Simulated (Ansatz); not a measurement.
Energy needed to pull apart CH3O (SMILES [CH2]O), doublet, into free ground-state atoms, from the structure below (displaced at random from a GFN2-xTB minimum); no zero-point or spin–orbit terms; open-shell atoms are treated unrestricted, in their ground-state multiplicity.

C1  (-0.466, -0.405, 0.042)
O2  (0.329, 0.927, 0.173)
H3  (-1.374, -0.386, -0.201)
H4  (0.284, -1.188, -0.392)
H5  (1.147, 0.783, 0.318)
(Å)

Computed with Ansatz 0.2.0 (basis: def2-TZVPP); correlated methods freeze the cores; orbitals are unrestricted.

```csv
method,atomization energy (kcal/mol)
PBE-D4,382.6
r2SCAN-D4,374.8
PBE0-D4,370.8
BHLYP-D4,355.9
wB97X-V,369.9
wB97M-V,?
HF,251.2
MP2,?
CCSD,354.1
CCSD(T),360.2
```

Task: What does wB97M-V give? (Judge from chemistry; the value comes from the calculation.)

Result: The calculation gives: 371.2 kcal/mol, which is about 11.1 kcal/mol more than CCSD(T)/def2-TZVPP.

Task: What does MP2 give? (To be estimated.)

Result: By the calculation: 365.0 kcal/mol, which is about 4.8 kcal/mol more than CCSD(T)/def2-TZVPP.

In triple zeta the MP2 and coupled-cluster atomization energies are still short of their basis limit by a few kcal/mol a bond, whereas those of the functionals are nearly converged, so these differences are not deviations from converged CCSD(T).

The T1 diagnostic stays at or below 0.020. ⟨S²⟩ of the unrestricted Hartree–Fock references: 0.76 (a pure state has 0.75).

For scale, one of the runs: CCSD(T)/def2-TZVPP forces, 104 basis functions (an equivalent command: `ansatz run in.yaml --threads 4`). The run took 17 s on 4 CPU threads (shared host), with 1.4 GiB of host memory at its peak.
